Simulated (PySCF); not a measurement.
## Excitation energies in several basis sets

Species: phosphaethyne, CHP.
Structure used (PBE0-D3(BJ)/def2-SVP), in Å, numbered top down from 1:
```
atom  x, y, z in Å
C1    -0.1471    0.0504   -0.0132
P2     1.3783    0.2442    0.0770
H3    -1.2204   -0.0859   -0.0766
```

TDDFT with PBE0 (PySCF), vertical singlets, core orbitals frozen in the response, spherical d and f functions. Isolated species at its PBE0-D3(BJ)/def2-SVP geometry, gas phase.

```tsv
basis	functions	diffuse	S1 (eV)	S2 (eV)	S3 (eV)	S4 (eV)	S5 (eV)	LUMO (eV)	α (au)
6-31G*	34	no	4.64	5.03	5.03	7.60	7.60	-1.12	25.6
def2-SVP	37	no	4.63	5.01	5.01	7.56	7.56	-1.18	25.7
6-31+G*	42	yes	4.56	4.92	4.92	7.33	7.33	-1.44	29.6
def2-SVPD	52	yes	4.57	4.93	4.93	7.41	7.41	-1.33	33.7
aug-cc-pVDZ	59	yes	4.55	4.90	4.90	7.27	7.27	-1.46	35.5
def2-TZVP	74	no	4.49	4.83	4.83	7.38	7.38	-1.42	31.0
def2-TZVPD	89	yes	4.48	4.81	4.81	7.32	7.32	-1.46	35.7
aug-cc-pVTZ	119	yes	4.50	4.83	4.83	7.22	7.22	-1.50	36.1
```

**Question.** Compare the sets with the largest diffuse one.

**Answer.** States are compared by their number. Against the largest diffuse basis here (aug-cc-pVTZ, itself not a converged limit), sets without diffuse functions differ by up to 0.14 eV in S1 and 0.38 eV in S5; the smaller diffuse sets differ by up to 0.07 and 0.19 eV. State by state, the largest deviation of a set without diffuse functions is S1 0.14, S2 0.21, S3 0.21, S4 0.38, S5 0.38 eV. The same number needn't mean the same state in each row. Against aug-cc-pVTZ the polarisability deviates by -29% in 6-31G*, -29% in def2-SVP, -18% in 6-31+G*, -7% in def2-SVPD, -2% in aug-cc-pVDZ, -14% in def2-TZVP, -1% in def2-TZVPD. A single + in a Pople set puts diffuse functions on heavy atoms only.
